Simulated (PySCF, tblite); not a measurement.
# BNH₄: protonation, part 1 of 2

Aim: compute the protonation of BNH₄ (`BN`).

Programs: tblite 0.8.0 and PySCF 2.14.0, with routines of our own; each step states its level. All values are computed. Atoms count from 0.

## 1. The system as given

6 atoms, charge 0, multiplicity 1; geometry from: start built from the parent or by distance geometry.

## 2. Geometry optimisation with GFN2-xTB

Job settings and geometry (Å):

```
{"job": {"kind": "relax", "xc": "GFN2-xTB", "basis": "xTB"}, "charge": 0, "multiplicity": 1}
B     -0.702700     0.062900    -0.258000
N      0.794700    -0.079400    -0.317200
H     -1.268800    -0.972500    -0.071800
H     -1.204900     1.018000     0.284500
H      1.296000     0.793400    -0.062000
H      1.091900    -0.818500     0.381400
```

On the command line:

```sh
OMP_NUM_THREADS=1 python redox_run.py task.json out
```

The driver reads the jobs from task.json and runs them one after another.

What it wrote:

```text
step      E/eV     max force
  0    -168.11261    2.698
  1    -168.36162    1.938
  2    -168.60626    2.643
  3    -168.70841    1.417
  4    -168.87298    1.086
  5    -168.94258    0.948
  6    -168.97582    0.740
  7    -169.02314    0.537
  8    -169.04491    0.532
  9    -169.06115    0.414
 10    -169.06966    0.262
 11    -169.07496    0.236
 12    -169.07995    0.275
 13    -169.08738    0.286
 14    -169.09143    0.286
 15    -169.09355    0.139
 16    -169.09435    0.096
 17    -169.09489    0.067
 18    -169.09517    0.048
 19    -169.09535    0.025
 20    -169.09538    0.015
 21    -169.09540    0.014
 22    -169.09541    0.008
```

Run time: 0.05 s. Hardware: 1 thread of Arm Neoverse V1, shared host.

Along the way:

```csv
step,energy from step 0 (eV),largest force (eV/Å)
0,0.0000,2.6975
1,-0.2490,1.9377
2,-0.4937,2.6426
3,-0.5958,1.4169
4,-0.7604,1.0858
5,-0.8300,0.9480
6,-0.8632,0.7403
7,-0.9105,0.5366
8,-0.9323,0.5317
9,-0.9485,0.4140
10,-0.9571,0.2619
11,-0.9624,0.2359
12,-0.9673,0.2750
13,-0.9748,0.2862
14,-0.9788,0.2858
15,-0.9809,0.1385
16,-0.9817,0.0963
17,-0.9823,0.0670
18,-0.9826,0.0476
19,-0.9827,0.0251
20,-0.9828,0.0151
21,-0.9828,0.0136
22,-0.9828,0.0081
```

Distances of close pairs at the start and the end, largest changes first:

```csv
bond,before (Å),after (Å),change (Å)
B0–N1,1.505,1.378,-0.128
N1–H5,1.060,1.007,-0.053
B0–H3,1.208,1.171,-0.036
N1–H4,1.038,1.007,-0.032
B0–H2,1.195,1.171,-0.023
```

The next job starts from the end point, and lists it.

## 3. Infrared spectrum with GFN2-xTB

Job settings and geometry (Å):

```
{"job": {"kind": "ir", "xc": "GFN2-xTB", "basis": "xTB"}, "charge": 0, "multiplicity": 1}
B     -0.684920     0.027854    -0.017150
N      0.691496    -0.027300     0.002708
H     -1.293820    -0.972833    -0.023065
H     -1.209605     1.075038    -0.028466
H      1.284377     0.786025     0.009288
H      1.218718    -0.884803     0.013537
```

What it wrote:

```text
mode    cm-1     km/mol
  1     635.9    236.25
  2     741.9      1.84
  3     768.0      0.01
  4     870.8     95.35
  5    1040.5     75.68
  6    1138.4     13.73
  7    1360.1     93.16
  8    1554.4     70.68
  9    2615.1    128.93
 10    2642.8    215.00
 11    3479.1      0.06
 12    3513.4      2.01
ZPE 121.783  H(298)-E 132.886  G(298)-E 64.694 kJ/mol  S 228.72 J/(mol K)
```

It took 0.08 s on 1 thread of Arm Neoverse V1, shared host.

Which atoms move in the most intense modes:

```csv
cm⁻¹,km/mol,atoms
636,236.2,"H4 38 %, H5 37 %, N1 22 %"
871,95.3,"H3 37 %, H2 37 %, B0 24 %"
1040,75.7,"B0 19 %, H2 17 %, H3 17 %, N1 17 %"
1138,13.7,"H3 43 %, H2 43 %, N1 12 %"
1360,93.2,"B0 53 %, N1 18 %"
1554,70.7,"H5 38 %, H4 38 %, N1 19 %"
2615,128.9,"H2 49 %, H3 47 %"
2643,215.0,"H3 45 %, H2 43 %, B0 11 %"
```

## 4. Optimising the geometry at PBE0-D3(BJ)/def2-SVP

The job, as its differences from that of step 3:

```diff
@@ -1,2 +1,2 @@
-{"job": {"kind": "ir", "xc": "GFN2-xTB", "basis": "xTB"}, "charge": 0, "multiplicity": 1}
+{"job": {"xc": "PBE0", "basis": "def2-SVP", "d3": "d3bj", "grid": 1, "kind": "geom"}, "charge": 0, "multiplicity": 1}
 B     -0.684920     0.027854    -0.017150
```

What it wrote:

```text
step   0  E = -81.87013052  max force = 0.017210
step   1  E = -81.87166807  max force = 0.002228
step   2  E = -81.87167325  max force = 0.000096
optimisation converged
```

It took 1.6 s on 1 thread of Arm Neoverse V1, shared host.

Along the way:

```csv
step,energy from step 0 (eV),largest force component (eV/Å)
0,0.0000,0.8850
1,-0.0418,0.1146
2,-0.0420,0.0049
```

Close pairs (by a distance rule), those that changed most:

```csv
bond,before (Å),after (Å),change (Å)
B0–H3,1.171,1.210,+0.039
B0–H2,1.171,1.210,+0.039
B0–N1,1.378,1.387,+0.010
N1–H4,1.007,1.012,+0.005
N1–H5,1.007,1.012,+0.005
```

The next job starts from the end point, and lists it.

```csv
at the end point,value
point group (found at 0.08 Å tolerance),C2v
"rotational constants (GHz, main isotopes)","136.7, 27.535, 22.917"
dipole moment (D),2.23
```

## 5. Harmonic vibrations (BNH₄): PBE0-D3(BJ)/def2-SVP

Job settings and geometry (Å):

```
{"job": {"xc": "PBE0", "basis": "def2-SVP", "d3": "d3bj", "grid": 2, "kind": "hessian"}, "charge": 0, "multiplicity": 1}
B     -0.680610     0.027890    -0.017753
N      0.705592    -0.027919     0.003050
H     -1.311545    -1.004842    -0.023814
H     -1.226360     1.108047    -0.029314
H      1.293255     0.795746     0.009096
H      1.225350    -0.895969     0.013471
```

What it wrote:

```text
coarse grid: 4632 points
cycle   1  E = -81.8413653741  dE = -4.297e-02  |g| = 2.964e-01  |ddm| = 2.185e+00
cycle   2  E = -81.8399486188  dE =  1.417e-03  |g| = 3.278e-01  |ddm| = 5.051e-01
cycle   3  E = -81.8632016914  dE = -2.325e-02  |g| = 5.543e-02  |ddm| = 2.494e-01
cycle   4  E = -81.8640033079  dE = -8.016e-04  |g| = 9.927e-03  |ddm| = 5.398e-02
cycle   5  E = -81.8640311656  dE = -2.786e-05  |g| = 1.146e-03  |ddm| = 1.079e-02
cycle   6  E = -81.8640316248  dE = -4.592e-07  |g| = 4.375e-05  |ddm| = 1.655e-03
final grid: 43688 points
cycle   7  E = -81.8716662029  dE = -9.688e-06  |g| = 5.385e-03  |ddm| = 1.360e-02
cycle   8  E = -81.8716601603  dE =  6.043e-06  |g| = 7.615e-03  |ddm| = 8.554e-03
cycle   9  E = -81.8716727983  dE = -1.264e-05  |g| = 5.007e-04  |ddm| = 5.029e-03
cycle  10  E = -81.8716728781  dE = -7.971e-08  |g| = 5.734e-05  |ddm| = 5.905e-04
cycle  11  E = -81.8716728789  dE = -8.386e-10  |g| = 7.124e-06  |ddm| = 5.810e-05
cycle  12  E = -81.8716728789  dE = -1.415e-11  |g| = 8.681e-07  |ddm| = 9.559e-06
converged SCF energy = -81.8716728789

mode    cm-1
  1     621.8
  2     732.3
  3     861.8
  4    1000.1
  5    1115.9
  6    1144.6
  7    1365.0
  8    1606.4
  9    2566.3
 10    2655.0
 11    3627.5
 12    3730.9
ZPE 125.773  H(298)-E 136.749  G(298)-E 68.610 kJ/mol  S 228.54 J/(mol K)
```

It took 8.6 s on 1 thread of Arm Neoverse V1, shared host; peak memory 0.63 GiB.

Zero-point energy 125.77 kJ/mol (xTB gave 121.78).

## 6. Single point (BNH4): wB97X-D3(BJ)/def2-TZVP

Geometry: PBE0-D3(BJ)/def2-SVP.

Job settings and geometry (Å):

```
{"job": {"kind": "sp", "xc": "wB97X", "basis": "def2-TZVP", "d3": "d3bj", "grid": 2}, "charge": 0, "multiplicity": 1}
B     -0.680610     0.027890    -0.017753
N      0.705592    -0.027919     0.003050
H     -1.311545    -1.004842    -0.023814
H     -1.226360     1.108047    -0.029314
H      1.293255     0.795746     0.009096
H      1.225350    -0.895969     0.013471
```

What it wrote:

```text
coarse grid: 4632 points
cycle   1  E = -82.1007260196  dE = -1.037e-02  |g| = 2.643e-01  |ddm| = 1.507e+00
cycle   2  E = -82.1124173393  dE = -1.169e-02  |g| = 1.973e-01  |ddm| = 2.611e-01
cycle   3  E = -82.1195520844  dE = -7.135e-03  |g| = 3.517e-02  |ddm| = 9.843e-02
cycle   4  E = -82.1198877741  dE = -3.357e-04  |g| = 8.935e-03  |ddm| = 3.096e-02
cycle   5  E = -82.1199110498  dE = -2.328e-05  |g| = 1.426e-03  |ddm| = 7.749e-03
cycle   6  E = -82.1199120317  dE = -9.819e-07  |g| = 2.729e-04  |ddm| = 2.417e-03
final grid: 43688 points
cycle   7  E = -82.1128673751  dE = -1.876e-05  |g| = 1.923e-03  |ddm| = 1.515e-02
cycle   8  E = -82.1128678912  dE = -5.161e-07  |g| = 1.349e-03  |ddm| = 1.619e-03
cycle   9  E = -82.1128682249  dE = -3.337e-07  |g| = 2.576e-04  |ddm| = 6.742e-04
cycle  10  E = -82.1128682430  dE = -1.808e-08  |g| = 8.783e-05  |ddm| = 1.998e-04
cycle  11  E = -82.1128682454  dE = -2.360e-09  |g| = 1.554e-05  |ddm| = 8.566e-05
converged SCF energy = -82.1128682454
```

Wall time 1.6 s (1 thread of Arm Neoverse V1, shared host).

The fields below are evaluated on a grid from the run's orbitals.

Frontier orbitals at wB97X/def2-TZVP, with the share of their density that lies nearest to each atom:

```csv
orbital,energy (eV),lies on
HOMO,-11.26,"N1 67 %; B0 14 %; H4, H5 about 8 % each"
LUMO,2.27,"B0 38 %; H2, H3 about 21 % each; N1 13 %"
```

ELF in a plane through or near 6 of the atoms.

Values, 10 rows by 14 columns:
```
0.00 0.00 0.00 0.00 0.00 0.00 0.00 0.00 0.00 0.00 0.00 0.00 0.00 0.00
0.00 0.00 0.00 0.00 0.00 0.00 0.00 0.00 0.01 0.02 0.00 0.00 0.00 0.00
0.00 0.00 0.00 0.06 0.36 0.12 0.00 0.05 0.91 0.99 0.98 0.46 0.00 0.00
0.00 0.00 0.04 0.77 0.97 0.90 0.12 0.10 0.97 1.00 1.00 0.96 0.06 0.00
0.00 0.00 0.03 0.56 0.95 0.93 0.62 0.50 0.64 0.99 0.95 0.57 0.03 0.00
0.00 0.00 0.01 0.16 0.63 0.25 0.53 0.82 0.77 0.47 0.51 0.13 0.01 0.00
0.00 0.00 0.06 0.81 0.99 0.97 0.28 0.14 0.96 1.00 1.00 0.93 0.09 0.00
0.00 0.00 0.00 0.39 0.80 0.50 0.01 0.07 0.97 1.00 1.00 0.85 0.02 0.00
0.00 0.00 0.00 0.00 0.01 0.00 0.00 0.01 0.36 0.71 0.40 0.02 0.00 0.00
0.00 0.00 0.00 0.00 0.00 0.00 0.00 0.00 0.00 0.00 0.00 0.00 0.00 0.00
```
The map spans 7.7 Å across and 7.3 Å up, centred on the molecule. Atoms in the plane (x, y in Å): B0 (0.7, 0.0), N1 (-0.7, 0.0), H2 (1.3, -1.1), H3 (1.3, 1.1), H4 (-1.3, 0.8), H5 (-1.3, -0.8).

On the surface of density 0.002 e/bohr³ the electrostatic potential runs, from the 1st to the 99th percentile, from -0.61 to 1.95 V.

## 7. Geometry optimisation with GFN2-xTB

This step treats BNH5+, `B[NH3+]`.

Job settings and geometry (Å):

```
{"job": {"kind": "relax", "xc": "GFN2-xTB", "basis": "xTB"}, "charge": 1, "multiplicity": 1}
B     -0.664400     0.021800    -0.023000
N      0.694900    -0.019300    -0.020000
H     -1.294100    -1.012500    -0.020600
H     -1.228900     1.122700    -0.049900
H      1.290000     0.791900     0.020400
H      1.214400    -0.897700     0.004700
H      0.526300     0.066600     1.012500
```

What it wrote:

```text
step      E/eV     max force
  0    -169.29286    5.525
  1    -169.70166    2.484
  2    -169.85123    1.620
  3    -169.95682    1.172
  4    -170.04544    1.036
  5    -170.09282    0.736
  6    -170.12576    0.642
  7    -170.14339    0.563
  8    -170.17317    0.578
  9    -170.20146    0.569
 10    -170.22361    0.360
 11    -170.23334    0.221
 12    -170.23638    0.138
 13    -170.23764    0.087
 14    -170.23808    0.076
 15    -170.23844    0.069
 16    -170.23874    0.062
 17    -170.23884    0.027
 18    -170.23887    0.014
 19    -170.23889    0.012
 20    -170.23890    0.016
 21    -170.23891    0.012
 22    -170.23892    0.004
```

Run time: 0.1 s. Hardware: 1 thread of Arm Neoverse V1, shared host.

The steps of the relaxation:

```csv
step,energy from step 0 (eV),largest force (eV/Å)
0,0.0000,5.5250
1,-0.4088,2.4842
2,-0.5584,1.6197
3,-0.6640,1.1722
4,-0.7526,1.0356
5,-0.8000,0.7356
6,-0.8329,0.6423
7,-0.8505,0.5626
8,-0.8803,0.5781
9,-0.9086,0.5688
10,-0.9308,0.3604
11,-0.9405,0.2211
12,-0.9435,0.1379
13,-0.9448,0.0871
14,-0.9452,0.0757
15,-0.9456,0.0689
16,-0.9459,0.0621
17,-0.9460,0.0272
18,-0.9460,0.0138
19,-0.9460,0.0118
20,-0.9460,0.0156
21,-0.9461,0.0122
22,-0.9461,0.0040
```

Distances of close pairs at the start and the end, largest changes first:

```csv
bond,before (Å),after (Å),change (Å)
B0–N1,1.360,1.507,+0.147
B0–H3,1.237,1.164,-0.074
B0–H2,1.211,1.164,-0.047
N1–H4,1.007,1.027,+0.020
N1–H6,1.050,1.031,-0.019
N1–H5,1.021,1.027,+0.006
```

The final coordinates are the input of the step that follows.

## 8. Vibrational analysis with GFN2-xTB

Job settings and geometry (Å):

```
{"job": {"kind": "ir", "xc": "GFN2-xTB", "basis": "xTB"}, "charge": 1, "multiplicity": 1}
B     -0.764854     0.036306    -0.060171
N      0.711677    -0.011096     0.238874
H     -1.342908    -0.970620    -0.141878
H     -1.269267     1.079558    -0.169057
H      1.229288     0.795996    -0.130089
H      1.167188    -0.875467    -0.078224
H      0.807058     0.018858     1.264675
```

What it wrote:

```text
mode    cm-1     km/mol
  1      72.0      6.37
  2     648.6     25.25
  3     749.0     11.31
  4     846.1    209.17
  5     936.4     38.80
  6     992.5     86.86
  7    1155.8      5.93
  8    1332.9    295.03
  9    1391.9     94.41
 10    1428.0    101.22
 11    2685.5      8.10
 12    2758.7      5.42
 13    3223.5    146.20
 14    3268.7    111.82
 15    3279.5     60.70
ZPE 148.151  H(298)-E 161.256  G(298)-E 86.263 kJ/mol  S 251.53 J/(mol K)
```

Wall time 0.09 s (1 thread of Arm Neoverse V1, shared host).

Which atoms move in the most intense modes:

```csv
cm⁻¹,km/mol,atoms
846,209.2,"H2 29 %, H3 29 %, B0 28 %"
992,86.9,"H5 19 %, H4 18 %, H3 16 %, B0 16 %"
1333,295.0,"H6 33 %, H4 27 %, H5 26 %, N1 14 %"
1392,94.4,"H6 51 %, H5 23 %, H4 21 %"
1428,101.2,"H4 46 %, H5 45 %"
3224,146.2,H6 86 %
3269,111.8,"H4 52 %, H5 40 %"
3280,60.7,"H5 51 %, H4 38 %"
```

## 9. Optimising the geometry at PBE0-D3(BJ)/def2-SVP

This step treats BNH5+, `B[NH3+]`.

The job, as its differences from that of step 8:

```diff
@@ -1,2 +1,2 @@
-{"job": {"kind": "ir", "xc": "GFN2-xTB", "basis": "xTB"}, "charge": 1, "multiplicity": 1}
+{"job": {"xc": "PBE0", "basis": "def2-SVP", "d3": "d3bj", "grid": 1, "kind": "geom"}, "charge": 1, "multiplicity": 1}
 B     -0.764854     0.036306    -0.060171
```

What it wrote:

```text
step   0  E = -82.16971159  max force = 0.016738
step   1  E = -82.17156903  max force = 0.001588
step   2  E = -82.17158161  max force = 0.000872
step   3  E = -82.17158551  max force = 0.000053
optimisation converged
```

Run time: 2.7 s. Hardware: 1 thread of Arm Neoverse V1, shared host.

Step by step:

```csv
step,energy from step 0 (eV),largest force component (eV/Å)
0,0.0000,0.8607
1,-0.0505,0.0817
2,-0.0509,0.0448
3,-0.0510,0.0027
```

Distances of close pairs at the start and the end, largest changes first:

```csv
bond,before (Å),after (Å),change (Å)
B0–N1,1.507,1.542,+0.035
B0–H3,1.164,1.194,+0.031
B0–H2,1.164,1.194,+0.030
N1–H6,1.031,1.035,+0.005
N1–H4,1.027,1.030,+0.002
N1–H5,1.027,1.029,+0.002
```

The end geometry stands in the next job.

```csv
at the end point,value
point group (found at 0.08 Å tolerance),Cs
"rotational constants (GHz, main isotopes)","99.174, 21.709, 19.681"
```

## 10. Harmonic vibrations (BNH₅+): PBE0-D3(BJ)/def2-SVP

Job settings and geometry (Å):

```
{"job": {"xc": "PBE0", "basis": "def2-SVP", "d3": "d3bj", "grid": 2, "kind": "hessian"}, "charge": 1, "multiplicity": 1}
B     -0.795027     0.037346    -0.075600
N      0.713739    -0.011372     0.241162
H     -1.346703    -1.019529    -0.147789
H     -1.269046     1.128896    -0.178235
H      1.239044     0.798603    -0.116536
H      1.177336    -0.876891    -0.067951
H      0.821817     0.015953     1.270452
```

What it wrote:

```text
coarse grid: 5248 points
cycle   1  E = -82.1542703218  dE =  2.147e-01  |g| = 1.690e-01  |ddm| = 2.221e+00
cycle   2  E = -82.1656884383  dE = -1.142e-02  |g| = 6.684e-02  |ddm| = 4.169e-01
cycle   3  E = -82.1666271955  dE = -9.388e-04  |g| = 4.254e-02  |ddm| = 8.716e-02
cycle   4  E = -82.1669924981  dE = -3.653e-04  |g| = 4.947e-03  |ddm| = 2.845e-02
cycle   5  E = -82.1669978336  dE = -5.335e-06  |g| = 1.032e-03  |ddm| = 4.912e-03
final grid: 49064 points
cycle   6  E = -82.1715824110  dE = -1.625e-05  |g| = 5.674e-03  |ddm| = 1.299e-02
cycle   7  E = -82.1715801214  dE =  2.290e-06  |g| = 6.759e-03  |ddm| = 8.298e-03
cycle   8  E = -82.1715896546  dE = -9.533e-06  |g| = 3.257e-04  |ddm| = 4.283e-03
cycle   9  E = -82.1715896874  dE = -3.277e-08  |g| = 3.927e-05  |ddm| = 3.987e-04
cycle  10  E = -82.1715896878  dE = -3.820e-10  |g| = 5.843e-06  |ddm| = 3.531e-05
cycle  11  E = -82.1715896878  dE = -6.906e-12  |g| = 3.956e-07  |ddm| = 4.844e-06
converged SCF energy = -82.1715896878

mode    cm-1
  1      55.8
  2     718.9
  3     753.0
  4     910.4
  5    1086.6
  6    1103.7
  7    1208.2
  8    1431.2
  9    1584.9
 10    1608.5
 11    2678.8
 12    2836.3
 13    3389.6
 14    3473.3
 15    3516.8
ZPE 157.644  H(298)-E 170.588  G(298)-E 95.575 kJ/mol  S 251.59 J/(mol K)
```

Run time: 14 s. Hardware: 1 thread of Arm Neoverse V1, shared host; peak memory 0.75 GiB.

Zero-point energy 157.64 kJ/mol (xTB gave 148.15).

## 11. Single point (BNH₅+): wB97X-D3(BJ)/def2-TZVP

Geometry: PBE0-D3(BJ)/def2-SVP.

The job, as its differences from that of step 10:

```diff
@@ -1,2 +1,2 @@
-{"job": {"xc": "PBE0", "basis": "def2-SVP", "d3": "d3bj", "grid": 2, "kind": "hessian"}, "charge": 1, "multiplicity": 1}
+{"job": {"kind": "sp", "xc": "wB97X", "basis": "def2-TZVP", "d3": "d3bj", "grid": 2}, "charge": 1, "multiplicity": 1}
 B     -0.795027     0.037346    -0.075600
```

What it wrote:

```text
coarse grid: 5248 points
cycle   1  E = -82.3913309702  dE =  2.917e-01  |g| = 2.801e-01  |ddm| = 1.519e+00
cycle   2  E = -82.4198329380  dE = -2.850e-02  |g| = 1.444e-01  |ddm| = 3.452e-01
cycle   3  E = -82.4236257638  dE = -3.793e-03  |g| = 5.332e-02  |ddm| = 9.314e-02
cycle   4  E = -82.4242156660  dE = -5.899e-04  |g| = 6.711e-03  |ddm| = 3.589e-02
cycle   5  E = -82.4242354457  dE = -1.978e-05  |g| = 1.797e-03  |ddm| = 9.879e-03
cycle   6  E = -82.4242367164  dE = -1.271e-06  |g| = 3.293e-04  |ddm| = 2.186e-03
final grid: 49064 points
cycle   7  E = -82.4145551372  dE = -2.693e-05  |g| = 2.588e-03  |ddm| = 1.583e-02
cycle   8  E = -82.4145557805  dE = -6.433e-07  |g| = 1.973e-03  |ddm| = 2.177e-03
cycle   9  E = -82.4145564673  dE = -6.868e-07  |g| = 1.722e-04  |ddm| = 8.240e-04
cycle  10  E = -82.4145564746  dE = -7.322e-09  |g| = 4.030e-05  |ddm| = 1.428e-04
converged SCF energy = -82.4145564746
```

Run time: 1 s. Hardware: 1 thread of Arm Neoverse V1, shared host.

## 12. Protonation: wB97X-D3(BJ)/def2-TZVP

This step combines the energies above: geometries from PBE0-D3(BJ)/def2-SVP, zero-point and thermal terms from PBE0-D3(BJ)/def2-SVP.

Job settings and geometry (Å):

```
{"job": {"kind": "pa", "geom": {"xc": "PBE0", "basis": "def2-SVP", "d3": "d3bj", "grid": 1}, "hess": 1, "level": {"xc": "wB97X", "basis": "def2-TZVP", "d3": "d3bj"}}, "charge": 0, "multiplicity": 1}
B     -0.680610     0.027890    -0.017753
N      0.705592    -0.027919     0.003050
H     -1.311545    -1.004842    -0.023814
H     -1.226360     1.108047    -0.029314
H      1.293255     0.795746     0.009096
H      1.225350    -0.895969     0.013471
```

Output (the driver's rows laid out field by field):

```text
protonation site by site, wB97X-D3(BJ)/def2-TZVP // PBE0-D3(BJ)/def2-SVP

row 1
  formula                 BH5N
  charge                  1
  multiplicity            1
  smiles                  B[NH3+]
  kept                    yes
  pieces                  1
  point_group             Cs
  atom                    1
  element                 N
  electronic              792.08
  enthalpy                764.44
  free_energy             738.83
  share_gas               1.0
```

Wall time 30 s (1 thread of Arm Neoverse V1, shared host).

Energy given off on adding a proton (kJ/mol, gas phase, 298 K for the thermal columns):

```csv
site,product,electronic,enthalpy,free energy
N1,B[NH3+],792.1,764.4,738.8
```

## 13. Single point (BNH4): wavefunction

Geometry: PBE0-D3(BJ)/def2-SVP.

Job settings and geometry (Å):

```
{"job": {"kind": "sp", "xc": "CCSD(T)", "basis": "ma-def2-TZVP", "grid": 2}, "charge": 0, "multiplicity": 1}
B     -0.680610     0.027890    -0.017753
N      0.705592    -0.027919     0.003050
H     -1.311545    -1.004842    -0.023814
H     -1.226360     1.108047    -0.029314
H      1.293255     0.795746     0.009096
H      1.225350    -0.895969     0.013471
```

With the program's defaults for keys left out, this is: wavefunction single point, frozen core, gas phase.

What it wrote:

```text
final grid: 43688 points
cycle   1  E = -81.5031839419  dE =  1.999e-02  |g| = 2.549e-01  |ddm| = 1.444e+00
cycle   2  E = -81.5254981105  dE = -2.231e-02  |g| = 6.502e-02  |ddm| = 2.328e-01
cycle   3  E = -81.5270742248  dE = -1.576e-03  |g| = 2.773e-02  |ddm| = 7.795e-02
cycle   4  E = -81.5272678008  dE = -1.936e-04  |g| = 5.632e-03  |ddm| = 2.132e-02
cycle   5  E = -81.5272779620  dE = -1.016e-05  |g| = 9.616e-04  |ddm| = 6.563e-03
cycle   6  E = -81.5272785338  dE = -5.718e-07  |g| = 2.549e-04  |ddm| = 2.323e-03
cycle   7  E = -81.5272785892  dE = -5.536e-08  |g| = 7.944e-05  |ddm| = 6.831e-04
cycle   8  E = -81.5272785933  dE = -4.185e-09  |g| = 1.894e-05  |ddm| = 1.664e-04
converged SCF energy = -81.5272785933
E(HF, exact integrals) = -81.5272924300
E(MP2) = -81.8439745756
E(CCSD) = -81.8686530536
E(CCSD(T)) = -81.8802701576
T1 diagnostic = 0.0128
```

Run time: 15 s. Hardware: 1 thread of Arm Neoverse V1, shared host; peak memory 0.67 GiB.

## 14. Single point (BNH5+): wavefunction

Geometry: PBE0-D3(BJ)/def2-SVP.

Job settings and geometry (Å):

```
{"job": {"kind": "sp", "xc": "CCSD(T)", "basis": "ma-def2-TZVP", "grid": 2}, "charge": 1, "multiplicity": 1}
B     -0.795027     0.037346    -0.075600
N      0.713739    -0.011372     0.241162
H     -1.346703    -1.019529    -0.147789
H     -1.269046     1.128896    -0.178235
H      1.239044     0.798603    -0.116536
H      1.177336    -0.876891    -0.067951
H      0.821817     0.015953     1.270452
```

Method: wavefunction single point, frozen core, gas phase.

What it wrote:

```text
final grid: 49064 points
cycle   1  E = -81.7760983043  dE =  3.190e-01  |g| = 3.899e-01  |ddm| = 1.461e+00
cycle   2  E = -81.8305241248  dE = -5.443e-02  |g| = 1.693e-01  |ddm| = 3.884e-01
cycle   3  E = -81.8363754666  dE = -5.851e-03  |g| = 4.411e-02  |ddm| = 1.073e-01
cycle   4  E = -81.8370151086  dE = -6.396e-04  |g| = 6.243e-03  |ddm| = 4.677e-02
cycle   5  E = -81.8370370101  dE = -2.190e-05  |g| = 1.358e-03  |ddm| = 9.348e-03
cycle   6  E = -81.8370378362  dE = -8.261e-07  |g| = 2.531e-04  |ddm| = 2.039e-03
cycle   7  E = -81.8370378703  dE = -3.412e-08  |g| = 4.829e-05  |ddm| = 4.920e-04
cycle   8  E = -81.8370378717  dE = -1.372e-09  |g| = 6.430e-06  |ddm| = 1.069e-04
converged SCF energy = -81.8370378717
E(HF, exact integrals) = -81.8370337445
E(MP2) = -82.1401795117
E(CCSD) = -82.1694558402
E(CCSD(T)) = -82.1787561120
T1 diagnostic = 0.0067
```

It took 16 s on 1 thread of Arm Neoverse V1, shared host; peak memory 0.75 GiB.

(Continued in part 2 of 2.)
